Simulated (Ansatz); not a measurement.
Cost and result for the atomization energy of CH4AlF (`F[CH2][AlH2]`) (7 atoms, 6 bonds).

Total charge 0; spin multiplicity 1. The structure was optimised at the PBE0-D4/def2-TZVP level. Program: Ansatz. All runs use 2 threads of an Arm Neoverse V1 on a shared host. Times are those of one run each, without the atoms' runs, and a repeat can differ threefold. Electronic energies, without spin–orbit coupling; frozen cores. CCSD(T)/CBS adds CCSD(T) − MP2 in def2-TZVPP to the MP2 limit, and its time is that of the two runs behind it. T1 = 0.011. B3LYP takes the VWN-RPA correlation (the form of Gaussian; ORCA's B3LYP/G).

CCSD(T)/CBS is a level of theory with its own doubt, some kJ/mol a heavy atom from the limit and from the frozen cores, so smaller differences don't rank the functionals.

```
                             level  functions  wall time
                  CCSD(T)/def2-SVP         66      0.8 s
   PBE-D4/def2-TZVPP (with forces)        160      1.6 s
                PBE0-D4/def2-TZVPP        160      1.6 s
               BHLYP-D4/def2-TZVPP        160      1.7 s
           CAM-B3LYP-D4/def2-TZVPP        160      1.9 s
 B3LYP-D4/def2-TZVPP (with forces)        160      2.1 s
                 B2PLYP/def2-TZVPP        160      2.5 s
             r2SCANh-D4/def2-TZVPP        160      2.9 s
r2SCAN-D4/def2-TZVPP (with forces)        160      3.1 s
                ωB97X-V/def2-TZVPP        160      5.5 s
                    MP2/def2-QZVPP        304        8 s
                CCSD(T)/def2-TZVPP        160       15 s
                 CCSD(T)/CBS(def2)          –       23 s
```

(1) What atomization energy does each give, and how far from CCSD(T)/CBS? (An estimate is asked.)

## Answers

(1) Ansatz gave: 
```json
{"level": "CCSD(T)/def2-SVP", "atomization (kcal/mol)": "489.0", "difference from CCSD(T)/CBS": "-28.6", "per bond": "-4.8"}
{"level": "PBE-D4/def2-TZVPP (with forces)", "atomization (kcal/mol)": "521.0", "difference from CCSD(T)/CBS": "3.4", "per bond": "0.6"}
{"level": "PBE0-D4/def2-TZVPP", "atomization (kcal/mol)": "512.4", "difference from CCSD(T)/CBS": "-5.2", "per bond": "-0.9"}
{"level": "BHLYP-D4/def2-TZVPP", "atomization (kcal/mol)": "502.3", "difference from CCSD(T)/CBS": "-15.3", "per bond": "-2.5"}
{"level": "CAM-B3LYP-D4/def2-TZVPP", "atomization (kcal/mol)": "520.1", "difference from CCSD(T)/CBS": "2.5", "per bond": "0.4"}
{"level": "B3LYP-D4/def2-TZVPP (with forces)", "atomization (kcal/mol)": "516.4", "difference from CCSD(T)/CBS": "-1.2", "per bond": "-0.2"}
{"level": "B2PLYP/def2-TZVPP", "atomization (kcal/mol)": "510.9", "difference from CCSD(T)/CBS": "-6.7", "per bond": "-1.1"}
{"level": "r2SCANh-D4/def2-TZVPP", "atomization (kcal/mol)": "513.7", "difference from CCSD(T)/CBS": "-3.9", "per bond": "-0.6"}
{"level": "r2SCAN-D4/def2-TZVPP (with forces)", "atomization (kcal/mol)": "517.2", "difference from CCSD(T)/CBS": "-0.4", "per bond": "-0.1"}
{"level": "ωB97X-V/def2-TZVPP", "atomization (kcal/mol)": "519.2", "difference from CCSD(T)/CBS": "1.6", "per bond": "0.3"}
{"level": "MP2/def2-QZVPP", "atomization (kcal/mol)": "517.3", "difference from CCSD(T)/CBS": "-0.3", "per bond": "0.0"}
{"level": "CCSD(T)/def2-TZVPP", "atomization (kcal/mol)": "504.1", "difference from CCSD(T)/CBS": "-13.5", "per bond": "-2.2"}
{"level": "CCSD(T)/CBS(def2)", "atomization (kcal/mol)": "517.6", "difference from CCSD(T)/CBS": "0.0", "per bond": "0.0"}
```

From BLYP to BHLYP (50 % exact exchange), in def2-TZVPP and without D4, the atomization energy moves by −10.9 kcal/mol: exact exchange takes away binding that semilocal exchange gives to molecules. In def2-TZVPP, CCSD(T) changes the Hartree–Fock value by +123.5 kcal/mol (the triples alone add +6.0 kcal/mol) and MP2 by +128.6 kcal/mol; breaking electron pairs costs correlation energy, which Hartree–Fock lacks. The D4 term adds +3.2 kcal/mol with B3LYP and +1.6 kcal/mol with PBE0; it sums over pairs of atoms, weighted by their polarisabilities, and B3LYP, whose exchange is more repulsive, gets the larger term.
